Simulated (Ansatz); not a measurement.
Ansatz (a program for electronic structure) input (SVWN5/6-31G*):

Ansatz 0.2 input:
```yaml
crystal:
  periodic: [false, false, false]
  atoms:
    - {symbol: Li, position_ang: [-0.00000000, -0.00000000, -1.17116215]}
    - {symbol: F, position_ang: [0.00000000, 0.00000000, 0.39038738]}
basis:
  gaussian:
    orbitals: 6-31G*
hamiltonian:
  xc: {name: SVWN5}
output: {forces: true}
```

Task: Predict the final energy.

Result: -106.63333 Eh.
